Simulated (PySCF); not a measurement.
# The bond of MgP, level by level

An exercise on one series of results from a longer session: the logs are not shown, and one member is left open.

Computed with PySCF 2.14.0. Level: Mg cc-pVDZ, P cc-pV(D+d)Z, no relativity.

The first run:

A driver script around PySCF takes these settings:

```yaml
atoms: Mg, P
charge: 0
basis: Mg cc-pVDZ, P cc-pV(D+d)Z
Hamiltonian: no relativity
basis_functions: 41
electrons_treated: 27
masses_in_u: 23.9850, 30.9738
levels: PBE0, PBE, r²SCAN, M06, revPBE, MN15, HF, MP2, SCS-MP2, CCSD, CCSD(T)
grid: 80 radial by 434 angular points
occupations: held fixed by the projection of orbital angular momentum
dissociation_limit: Mg + P, each in its ground configuration
starting_distance_in_angstrom: 2.420
values_of_2S_to_try: 1, 3
```

The run is started by

```console
$ OMP_NUM_THREADS=1 python dia.py task.json out
```

Among the steps run: Set-up; The PBE0 curve of the state that the search chose; Excited determinants; PBE (GGA); r²SCAN; M06; revPBE; MN15 (hybrid meta-GGA); UHF; Correlated methods on the Hartree–Fock reference.

One of the session's tables, all rows but one given; the rest of the session is left out.

| level | Re (Å) | ωe (cm⁻¹) | De (eV) |
| --- | --- | --- | --- |
| UHF | ? | ? | ? |
| UHF-MP2 | 2.555 | 306 | 0.328 |
| UHF-SCS-MP2 | 2.568 | 297.3 | 0.246 |
| UHF-CCSD | 2.596 | 259.1 | 0.183 |
| UHF-CCSD(T) | 2.597 | 265.7 | 0.250 |
| PBE | 2.576 | 290.0 | 0.87 |
| revPBE | 2.590 | 285.8 | 0.79 |
| r²SCAN | 2.558 | 303 | 0.92 |
| PBE0 | 2.550 | 304 | 0.80 |
| M06 | 2.565 | 287.2 | 0.80 |
| MN15 | 2.597 | 257.5 | 0.51 |

Q: Estimate the row for UHF from the others.

**Answer.** Re (Å): 2.554; ωe (cm⁻¹): 300; De (eV): 0.212. In the column «Re (Å)» it lies between PBE0 (2.550) and UHF-MP2 (2.555).

De is counted to Mg + P in their ground configurations.
